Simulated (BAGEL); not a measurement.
# UHF/6-31G(d) (density fitting with qzvpp-jkfit, spherical functions) run of C2HO3 (SMILES O=[C]OC=O)

What is the vertical ionisation energy of C2HO3 at UHF/6-31G* (density fitting with qzvpp-jkfit, spherical functions)? 

The results are computed with BAGEL 1.2.2.

1 further run of the same task is left out (set aside as unsound or not needed).

### 1 The molecule

The species is C2HO3 (6 atoms), meant as a doublet with charge 0. As SMILES, `O=[C]OC=O`. Geometry: relaxed at GFN2-xTB. This is one conformer, not always the lowest.

Bond lengths: O1–C2 1.185 Å, C2–O3 1.321 Å, O3–C4 1.387 Å, C4–O5 1.178 Å, C4–H6 1.100 Å. Angles: O1–C2–O3 133.4°, C2–O3–C4 122.4°, O3–C4–O5 126.0°, O3–C4–H6 106.7°, O5–C4–H6 127.3°.

### 2 A single-point energy at UHF/6-31G(d) (density fitting with qzvpp-jkfit, spherical functions)

The input, hf.json:

```json
{ "bagel" : [

{
  "title" : "molecule",
  "basis" : "6-31gs.json",
  "df_basis" : "qzvpp-jkfit",
  "angstrom" : "true",
  "geometry" : [
    { "atom" : "O", "xyz" : [    0.820430,   -1.818720,   -0.405050 ] },
    { "atom" : "C", "xyz" : [   -0.259330,   -1.470240,   -0.061550 ] },
    { "atom" : "O", "xyz" : [   -0.791820,   -0.290840,    0.201810 ] },
    { "atom" : "C", "xyz" : [   -0.070690,    0.889600,    0.103030 ] },
    { "atom" : "O", "xyz" : [    1.060070,    0.986830,   -0.213300 ] },
    { "atom" : "H", "xyz" : [   -0.758670,    1.703360,    0.375060 ] }
  ]
},
{ "title" : "uhf", "nopen" : 1 },
{ "title" : "print", "file" : "orbitals.molden", "orbitals" : "true" }

]}
```

The basis set 6-31G* is read from a file made from the Basis Set Exchange's data (not shown).

Run with:

```console
$ BAGEL_NUM_THREADS=1 BAGEL hf.json > hf.out
```

Standard output:

```text
* using 1 threads per process

  ===============================================================
  ===============================================================

  *** Geometry ***

  { "atom" : "O", "xyz" : [      1.550388,     -3.436883,     -0.765434 ] },
  { "atom" : "C", "xyz" : [     -0.490063,     -2.778351,     -0.116313 ] },
  { "atom" : "O", "xyz" : [     -1.496323,     -0.549608,      0.381366 ] },
  { "atom" : "C", "xyz" : [     -0.133585,      1.681100,      0.194698 ] },
  { "atom" : "O", "xyz" : [      2.003242,      1.864838,     -0.403079 ] },
  { "atom" : "H", "xyz" : [     -1.433679,      3.218884,      0.708761 ] },

  Number of auxiliary basis functions:      399

  Since a DF basis is specified, we compute 2- and 3-index integrals:
    o Being stored without compression. Storage requirement is 0.017 GB

  Number of basis functions:       72
  Number of electrons      :       37

    * METHOD: MOLECULE                             0.15

  *** Open-shell HF ***

  === Nuclear Repulsion ===
   157.0696713781

      * DIIS with orbital gradients will be used.

  === UHF iteration (6-31gs.json) ===
      0       -300.51670635          0.05777911           0.06
      1       -300.64521708          0.05008795           0.06
      2       -300.71575146          0.03984911           0.06
      3       -300.84792833          0.00261018           0.06
      4       -300.84918977          0.00138955           0.06
      5       -300.84967981          0.00040321           0.06
      6       -300.84980142          0.00017092           0.06
      7       -300.84983936          0.00009209           0.06
      8       -300.84985726          0.00006598           0.06
      9       -300.84987158          0.00004934           0.06
     10       -300.84988840          0.00003369           0.06
     11       -300.84989838          0.00001771           0.07
     12       -300.84990140          0.00000715           0.08
     13       -300.84990211          0.00000367           0.08
     14       -300.84990232          0.00000212           0.08
     15       -300.84990241          0.00000156           0.08
     16       -300.84990249          0.00000081           0.09
     17       -300.84990253          0.00000074           0.08
     18       -300.84990256          0.00000046           0.08
     19       -300.84990257          0.00000043           0.07
     20       -300.84990258          0.00000032           0.07
     21       -300.84990258          0.00000020           0.06
     22       -300.84990258          0.00000010           0.06
     23       -300.84990258          0.00000005           0.06
     24       -300.84990258          0.00000002           0.06
     25       -300.84990258          0.00000002           0.06
     26       -300.84990258          0.00000001           0.07
     27       -300.84990258          0.00000001           0.06
    * SCF iteration converged.

    * S^2 (UHF) is 0.7655

    * Permanent dipole moment:
           (    1.186167,    -0.717046,    -0.407545) a.u.

    * METHOD: UHF                                  1.98

    * METHOD: PRINT                                0.02

  ===============================================================
```

Run time: 2.4 s. Hardware: 1 thread of AMD EPYC 7B13 (Zen 3), shared host; peak memory 0.085 GiB.

### 3 The singlet cation

The input, calc.json:

```json
{ "bagel" : [

{
  "title" : "molecule",
  "basis" : "6-31gs.json",
  "df_basis" : "qzvpp-jkfit",
  "angstrom" : true,
  "geometry" : [
    { "atom" : "O", "xyz" : [       0.820430,      -1.818720,      -0.405050 ] },
    { "atom" : "C", "xyz" : [      -0.259330,      -1.470240,      -0.061550 ] },
    { "atom" : "O", "xyz" : [      -0.791820,      -0.290840,       0.201810 ] },
    { "atom" : "C", "xyz" : [      -0.070690,       0.889600,       0.103030 ] },
    { "atom" : "O", "xyz" : [       1.060070,       0.986830,      -0.213300 ] },
    { "atom" : "H", "xyz" : [      -0.758670,       1.703360,       0.375060 ] }
  ]
},

{ "title" : "hf", "charge" : 1 },

{ "title" : "print", "file" : "orbitals.molden", "orbitals" : true }

]}
```

The basis set 6-31G* is read from a file made from the Basis Set Exchange's data (not shown).

Run with:

```console
$ BAGEL_NUM_THREADS=1 BAGEL calc.json > calc.out
```

Standard output:

```text
* using 1 threads per process

  ===============================================================
  ===============================================================

  *** Geometry ***

  { "atom" : "O", "xyz" : [      1.550388,     -3.436883,     -0.765434 ] },
  { "atom" : "C", "xyz" : [     -0.490063,     -2.778351,     -0.116313 ] },
  { "atom" : "O", "xyz" : [     -1.496323,     -0.549608,      0.381366 ] },
  { "atom" : "C", "xyz" : [     -0.133585,      1.681100,      0.194698 ] },
  { "atom" : "O", "xyz" : [      2.003242,      1.864838,     -0.403079 ] },
  { "atom" : "H", "xyz" : [     -1.433679,      3.218884,      0.708761 ] },

  Number of auxiliary basis functions:      399

  Since a DF basis is specified, we compute 2- and 3-index integrals:
    o Being stored without compression. Storage requirement is 0.017 GB

  Number of basis functions:       72
  Number of electrons      :       37

    * METHOD: MOLECULE                             0.16

  *** RHF ***

  === Nuclear Repulsion ===
   157.0696713781

      * DIIS with orbital gradients will be used.

  === RHF iteration (6-31gs.json) ===
      0       -300.08657680          0.03355035           0.03
      1       -300.04398207          0.03839946           0.03
      2       -300.47467506          0.00398088           0.03
      3       -300.48076706          0.00189937           0.03
      4       -300.48280734          0.00061752           0.03
      5       -300.48335785          0.00037847           0.03
      6       -300.48355127          0.00021920           0.03
      7       -300.48363248          0.00010352           0.03
      8       -300.48364401          0.00004796           0.03
      9       -300.48364706          0.00003635           0.03
     10       -300.48364831          0.00001944           0.03
     11       -300.48364874          0.00000967           0.03
     12       -300.48364882          0.00000577           0.03
     13       -300.48364885          0.00000289           0.03
     14       -300.48364886          0.00000136           0.03
     15       -300.48364886          0.00000093           0.03
     16       -300.48364886          0.00000067           0.03
     17       -300.48364886          0.00000032           0.03
     18       -300.48364886          0.00000022           0.03
     19       -300.48364886          0.00000013           0.03
     20       -300.48364886          0.00000006           0.04
     21       -300.48364886          0.00000003           0.03
     22       -300.48364886          0.00000002           0.03
     23       -300.48364886          0.00000001           0.03
     24       -300.48364886          0.00000001           0.03
    * SCF iteration converged.

    * Permanent dipole moment:
           (    1.479607,     0.643178,    -0.365420) a.u.

    * METHOD: HF                                   0.88

    * METHOD: PRINT                                0.02

  ===============================================================
```

It took 1.3 s on 1 thread of AMD EPYC 7B13 (Zen 3), shared host; peak memory 0.085 GiB.

### 4 What came out

At UHF/6-31G* (density fitting with qzvpp-jkfit, spherical functions):

| quantity | value |
| --- | --- |
| doublet C2HO3: total energy | -300.84990 Eh |
| doublet C2HO3: dipole moment | 3.67 D |
| doublet C2HO3: ⟨S²⟩ | 0.765 |
| singlet cation: total energy | -300.48365 Eh |
| singlet cation: HOMO energy | -20.09 eV |
| singlet cation: LUMO energy | -8.40 eV |
| singlet cation: HOMO–LUMO gap | 11.69 eV |
| vertical ionisation energy (to the singlet cation) | 9.966 eV |

In words: Removing an electron at fixed nuclei costs 9.97 eV (230 kcal/mol). Only the singlet of the ionised species was computed; a triplet could lie lower.
